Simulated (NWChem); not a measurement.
Everything below was run with NWChem. System: allene (C3H4), charge 0, spin multiplicity 1, at a geometry optimised with PBE0/def2-SVP. Level: RHF/def2-TZVP.

The NWChem input:

```
start mol
memory heap 200 mb stack 900 mb global 1100 mb
geometry units angstroms nocenter noautoz
  C      0.000000     0.000000     1.307762
  C      0.000000     0.000000    -0.000000
  C      0.000000     0.000000    -1.307762
  H      0.000000    -0.936751     1.874880
  H      0.000000     0.936751     1.874880
  H      0.936751     0.000000    -1.874880
  H     -0.936751     0.000000    -1.874880
  symmetry group C2v
end
basis spherical
  * library def2-tzvp
end
scf
  rhf
  nopen 0
  maxiter 100
  thresh 1e-7
  semidirect memsize 60000000 filesize 0
end
task scf energy
```

Part of the output:

```
             Northwest Computational Chemistry Package (NWChem) 7.3.0
             --------------------------------------------------------

                                NWChem Input Module
                                -------------------

 Scaling coordinates for geometry "geometry" by  1.889725989
 (inverse scale =  0.529177249)

 Turning off AUTOSYM since
 SYMMETRY directive was detected!

                             Geometry "geometry" -> ""
                             -------------------------

 Output coordinates in angstroms (scale by  1.889725989 to convert to a.u.)

  No.       Tag          Charge          X              Y              Z
 ---- ---------------- ---------- -------------- -------------- --------------
    1 C                    6.0000     0.00000000     0.00000000     1.30776200
    2 C                    6.0000     0.00000000     0.00000000     0.00000000
    3 C                    6.0000     0.00000000     0.00000000    -1.30776200
    4 H                    1.0000     0.00000000    -0.93675100     1.87488000
    5 H                    1.0000     0.00000000     0.93675100     1.87488000
    6 H                    1.0000     0.93675100     0.00000000    -1.87488000
    7 H                    1.0000    -0.93675100     0.00000000    -1.87488000

 Effective nuclear repulsion energy (a.u.)      59.0007399211

            Nuclear Dipole moment (a.u.)
            ----------------------------
        X                 Y               Z
 ---------------- ---------------- ----------------
     0.0000000000     0.0000000000     0.0000000000

      Symmetry information
      --------------------

 Group name             C2v
 Group number             16
 Group order               4
 No. of unique centers     5

      Symmetry unique atoms

     1    2    3    4    6


 Summary of "ao basis" -> "" (spherical)
 ------------------------------------------------------------------------------
       Tag                 Description            Shells   Functions and Types
 ---------------- ------------------------------  ------  ---------------------
 *                         def2-tzvp                  on all atoms

 Summary of "ao basis" -> "ao basis" (spherical)
 ------------------------------------------------------------------------------
       Tag                 Description            Shells   Functions and Types
 ---------------- ------------------------------  ------  ---------------------
 C                         def2-tzvp                11       31   5s3p2d1f
 H                         def2-tzvp                 4        6   3s1p

                                 NWChem SCF Module
                                 -----------------

  ao basis        = "ao basis"
  functions       =   117
  atoms           =     7
  closed shells   =    11
  open shells     =     0
  charge          =   0.00
  wavefunction    = RHF
  use symmetry    = T
  symmetry adapt  = T

 Summary of "ao basis" -> "ao basis" (spherical)
 ------------------------------------------------------------------------------
       Tag                 Description            Shells   Functions and Types
 ---------------- ------------------------------  ------  ---------------------
 C                         def2-tzvp                11       31   5s3p2d1f
 H                         def2-tzvp                 4        6   3s1p

      Symmetry analysis of basis
      --------------------------

        a1         52
        a2         11
        b1         27
        b2         27

 Forming initial guess at       0.1s

      Superposition of Atomic Density Guess
      -------------------------------------

 Sum of atomic energies:        -115.01322141

      Non-variational initial energy
      ------------------------------

 Total energy =    -116.713834
 1-e energy   =    -269.171174
 2-e energy   =      93.456600
 HOMO         =      -0.314013
 LUMO         =       0.014279

      Symmetry analysis of molecular orbitals - initial
      -------------------------------------------------

 !! scf_movecs_sym_adapt:   54 vectors were symmetry contaminated

  Symmetry fudging

 !! scf_movecs_sym_adapt:   48 vectors were symmetry contaminated

  Numbering of irreducible representations:

     1 a1          2 a2          3 b1          4 b2

  Orbital symmetries:

     1 a1          2 a1          3 a1          4 a1          5 a1
     6 a1          7 b2          8 b1          9 a1         10 b2
    11 b1         12 b1         13 b2         14 a1         15 a1
    16 b2         17 b1         18 a1         19 a1         20 a1
    21 a1

 Starting SCF solution at       0.7s

 ----------------------------------------------
         Quadratically convergent ROHF

 Convergence threshold     :          1.000E-07
 Maximum no. of iterations :          100
 Final Fock-matrix accuracy:          1.000E-09
 ----------------------------------------------

              iter       energy          gnorm     gmax       time
             ----- ------------------- --------- --------- --------
                 1     -115.8702272049  5.96D-01  2.05D-01      0.8
                 2     -115.9048540595  1.54D-01  3.57D-02      0.8
                 3     -115.9067726394  1.29D-02  4.54D-03      1.0
                 4     -115.9068067211  1.37D-04  3.41D-05      1.2
                 5     -115.9068067228  3.53D-09  8.11D-10      1.5

       Final RHF  results
       ------------------

         Total SCF energy =   -115.906806722798
      One-electron energy =   -271.662830208339
      Two-electron energy =     96.755283564411
 Nuclear repulsion energy =     59.000739921129

        Time for solution =      0.7s

       Symmetry analysis of molecular orbitals - final
       -----------------------------------------------

  Numbering of irreducible representations:

     1 a1          2 a2          3 b1          4 b2

  Orbital symmetries:

     1 a1          2 a1          3 a1          4 a1          5 a1
     6 a1          7 a1          8 b2          9 b1         10 b1
    11 b2         12 b1         13 b2         14 a1         15 a1
    16 b1         17 b2         18 a1         19 a1         20 a1
    21 a1

             Final eigenvalues
             -----------------

              1
    1  -11.2626
    2  -11.2394
    3  -11.2393
    4   -1.0726
    5   -0.9562
    6   -0.7128
    7   -0.6274
    8   -0.6047
    9   -0.6047
   10   -0.3782
   11   -0.3782
   12    0.1485
   13    0.1485
   14    0.1689
   15    0.1867
   16    0.2302
   17    0.2302
   18    0.2647
   19    0.2911
   20    0.3226
   21    0.3247

                       ROHF Final Molecular Orbital Analysis
                       -------------------------------------

 Vector    9  Occ=2.000000D+00  E=-6.046753D-01  Symmetry=b1
              MO Center= -1.4D-16, -2.3D-18, -1.4D+00, r^2= 1.5D+00
   Bfn.  Coefficient  Atom+Function         Bfn.  Coefficient  Atom+Function
  ----- ------------  ---------------      ----- ------------  ---------------
    68      0.303230  3 C  px                71      0.241835  3 C  px
   107      0.201200  6 H  s                113     -0.201200  7 H  s

 Vector   10  Occ=2.000000D+00  E=-3.782228D-01  Symmetry=b1
              MO Center= -4.1D-16,  1.5D-17,  5.3D-01, r^2= 2.0D+00
   Bfn.  Coefficient  Atom+Function         Bfn.  Coefficient  Atom+Function
  ----- ------------  ---------------      ----- ------------  ---------------
     6      0.282708  1 C  px                 9      0.274904  1 C  px
    37      0.246798  2 C  px                40      0.240092  2 C  px
    12      0.181081  1 C  px

 Vector   11  Occ=2.000000D+00  E=-3.782228D-01  Symmetry=b2
              MO Center= -1.3D-17,  4.5D-16, -5.3D-01, r^2= 2.0D+00
   Bfn.  Coefficient  Atom+Function         Bfn.  Coefficient  Atom+Function
  ----- ------------  ---------------      ----- ------------  ---------------
    69      0.282708  3 C  py                72      0.274904  3 C  py
    38      0.246798  2 C  py                41      0.240092  2 C  py
    75      0.181081  3 C  py

 Vector   12  Occ=0.000000D+00  E= 1.485175D-01  Symmetry=b1
              MO Center= -7.7D-17, -1.9D-19,  1.1D-01, r^2= 4.7D+00
   Bfn.  Coefficient  Atom+Function         Bfn.  Coefficient  Atom+Function
  ----- ------------  ---------------      ----- ------------  ---------------
   108      1.000911  6 H  s                114     -1.000911  7 H  s
    12      0.793090  1 C  px                43     -0.597523  2 C  px
    74     -0.523675  3 C  px                37     -0.258175  2 C  px
    40     -0.232654  2 C  px                 6      0.205123  1 C  px

 Vector   13  Occ=0.000000D+00  E= 1.485175D-01  Symmetry=b2
              MO Center= -2.1D-17, -1.8D-15, -1.1D-01, r^2= 4.7D+00
   Bfn.  Coefficient  Atom+Function         Bfn.  Coefficient  Atom+Function
  ----- ------------  ---------------      ----- ------------  ---------------
    96      1.000911  4 H  s                102     -1.000911  5 H  s
    75     -0.793090  3 C  py                44      0.597523  2 C  py
    13      0.523675  1 C  py                38      0.258175  2 C  py
    41      0.232654  2 C  py                69     -0.205123  3 C  py

 Vector   14  Occ=0.000000D+00  E= 1.689321D-01  Symmetry=a1
              MO Center= -1.2D-16,  7.4D-17, -3.3D-11, r^2= 8.4D+00
   Bfn.  Coefficient  Atom+Function         Bfn.  Coefficient  Atom+Function
  ----- ------------  ---------------      ----- ------------  ---------------
    35      2.301087  2 C  s                  5     -1.962269  1 C  s
    67     -1.962269  3 C  s                  4     -1.521782  1 C  s
    66     -1.521782  3 C  s                 36      1.378460  2 C  s
    96      1.294589  4 H  s                102      1.294589  5 H  s
   108      1.294589  6 H  s                114      1.294589  7 H  s

 center of mass
 --------------
 x =   0.00000000 y =   0.00000000 z =   0.00000000

 moments of inertia (a.u.)
 ------------------
         203.498019678243           0.000000000000           0.000000000000
           0.000000000000         203.498019678243           0.000000000000
           0.000000000000           0.000000000000          12.632552763193

  Mulliken analysis of the total density
  --------------------------------------

    Atom       Charge   Shell Charges
 -----------   ------   -------------------------------------------------------
    1 C    6     6.28   0.85  1.12  0.49  0.56  0.18  1.25  1.30  0.46  0.02  0.04  0.01
    2 C    6     6.04   0.86  1.12  0.52  0.69  0.03  1.18  1.27  0.24  0.02  0.09  0.01
    3 C    6     6.28   0.85  1.12  0.49  0.56  0.18  1.25  1.30  0.46  0.02  0.04  0.01
    4 H    1     0.85   0.26  0.49  0.08  0.02
    5 H    1     0.85   0.26  0.49  0.08  0.02
    6 H    1     0.85   0.26  0.49  0.08  0.02
    7 H    1     0.85   0.26  0.49  0.08  0.02

       Multipole analysis of the density wrt the origin
       ------------------------------------------------

     L   x y z        total         open         nuclear
     -   - - -        -----         ----         -------
     0   0 0 0     -0.000000      0.000000     22.000000

     1   1 0 0     -0.000000      0.000000      0.000000
     1   0 1 0     -0.000000      0.000000      0.000000
     1   0 0 1      0.000000      0.000000      0.000000

     2   2 0 0    -14.768414      0.000000      6.267235
     2   1 1 0      0.000000      0.000000      0.000000
     2   1 0 1     -0.000000      0.000000      0.000000
     2   0 2 0    -14.768414      0.000000      6.267235
     2   0 1 1     -0.000000      0.000000      0.000000
     2   0 0 2    -11.511301      0.000000    123.500251

 Task  times  cpu:        1.5s     wall:        1.5s

 Total times  cpu:        1.5s     wall:        1.5s
```
